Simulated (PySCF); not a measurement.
NH3.
SMILES with atom numbers: `[NH3:1]` (hydrogens: H2, H3, H4 on N1)

A GFN2-xTB structure was refined with PBE0-D3(BJ)/def2-SVP geometry optimisation, gas phase (PySCF 2.14.0). Its GFN2-xTB values:

| coordinate | GFN2-xTB |
| --- | --- |
| N1–H2 | 0.987 Å |
| H2–N1–H3 | 109.7° |

**Question.** How do these coordinates change at the PBE0-D3(BJ)/def2-SVP level?

**Answer.** 
| coordinate | PBE0-D3(BJ)/def2-SVP (Å or °) | change |
| --- | --- | --- |
| N1–H2 | 1.020 | +0.033 |
| H2–N1–H3 | 105.3 | -4.4 |

The energy falls by 0.042 eV over 6 energy and gradient evaluations, the largest force component goes from 0.0360 to 6.0e-05 Eh/bohr, and the atoms move by 0.023 Å rms after alignment. The bond that changes most is N1–H2 (ammonia nitrogen to N–H hydrogen), which lengthens by 0.033 Å. Bonds longer at the end by more than 0.005 Å: 1 of 3; shorter: 2. Rotational constants go from 304373, 289879, 186964 to 291800, 291761, 190805 MHz.

The run used 29 basis functions and 36 SCF cycles in all.

Stationary, but not proved a minimum.
